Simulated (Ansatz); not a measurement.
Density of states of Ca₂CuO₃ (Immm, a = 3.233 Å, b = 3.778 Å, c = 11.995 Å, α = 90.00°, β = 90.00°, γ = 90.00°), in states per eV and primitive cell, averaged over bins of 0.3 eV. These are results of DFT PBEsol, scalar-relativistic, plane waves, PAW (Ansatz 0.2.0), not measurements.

Cutoff 420 eV; k points 14×14×14 on the computed 6-atom cell (Γ-centred); Gaussian smearing, width 0.10 eV; no spin polarisation.

The cell is relaxed at this level. The states (both spins) are summed by tetrahedra on a 21×21×21 mesh at the self-consistent density. Energies are bin centres; the table starts no lower than −8 eV and ends at 6 eV, or lower where the solved bands end.

It is a metal at this level.

```csv
E − E_F (eV),total,O 2p,Cu 3d,Ca 4s,Cu 4s
-7.40,0.63,0.39,0.12,0.00,0.10
-7.10,1.30,0.81,0.29,0.00,0.16
-6.80,0.81,0.54,0.16,0.00,0.09
-6.50,0.67,0.47,0.11,0.00,0.06
-6.20,0.63,0.47,0.08,0.00,0.05
-5.90,1.47,0.99,0.32,0.06,0.04
-5.60,3.64,2.28,1.01,0.16,0.07
-5.30,8.58,5.21,2.62,0.22,0.16
-5.00,3.91,2.32,1.27,0.11,0.04
-4.70,3.78,2.25,1.23,0.12,0.02
-4.40,3.67,1.96,1.50,0.06,0.02
-4.10,5.06,2.95,1.79,0.09,0.02
-3.80,8.04,4.33,3.12,0.14,0.13
-3.50,5.32,2.96,1.86,0.09,0.16
-3.20,4.30,2.56,1.43,0.05,0.03
-2.90,4.62,2.80,1.51,0.04,0.05
-2.60,5.97,4.01,1.58,0.04,0.07
-2.30,8.56,5.35,2.71,0.12,0.08
-2.00,6.76,3.60,2.85,0.08,0.00
-1.70,7.71,4.14,3.29,0.04,0.00
-1.40,1.77,0.89,0.77,0.00,0.03
-1.10,0.84,0.28,0.45,0.00,0.04
-0.80,0.62,0.24,0.31,0.00,0.02
-0.50,0.59,0.25,0.28,0.00,0.01
-0.20,0.62,0.29,0.29,0.00,0.00
0.10,0.73,0.35,0.32,0.00,0.00
0.40,1.02,0.51,0.44,0.01,0.00
0.70,1.72,0.87,0.71,0.01,0.02
1.00,0.04,0.00,0.00,0.00,0.00
1.30,0.23,0.02,0.00,0.00,0.00
1.60,0.27,0.02,0.01,0.01,0.01
1.90,0.35,0.03,0.01,0.02,0.02
2.20,0.61,0.07,0.03,0.04,0.08
2.50,0.87,0.11,0.04,0.05,0.13
2.80,1.09,0.15,0.04,0.06,0.18
3.10,1.69,0.25,0.05,0.13,0.27
3.40,1.18,0.15,0.03,0.13,0.15
3.70,0.80,0.07,0.02,0.07,0.09
4.00,1.16,0.09,0.02,0.10,0.08
4.30,2.61,0.15,0.02,0.16,0.06
4.60,3.12,0.21,0.02,0.29,0.09
4.90,4.00,0.23,0.01,0.55,0.05
5.20,4.73,0.28,0.01,0.76,0.08
5.50,3.49,0.15,0.01,0.43,0.09
5.80,4.30,0.10,0.01,0.37,0.08
```

The columns after the total are the main Löwdin projections on the occupied valence shells of the potentials; 2 others are left out. The rest of the total lies in those, in shells that are empty in the free atom, which aren't projected, and between the atoms.

Spin polarisation was left out, and a magnetic state may lie lower.

A ferromagnetic start lost its moments in a first run, so spin was left out; other magnetic orders weren't tried.

Cost: 1 run of about 2.6 core-minutes, on Intel Xeon 6975P-C (Granite Rapids) (shared hosts).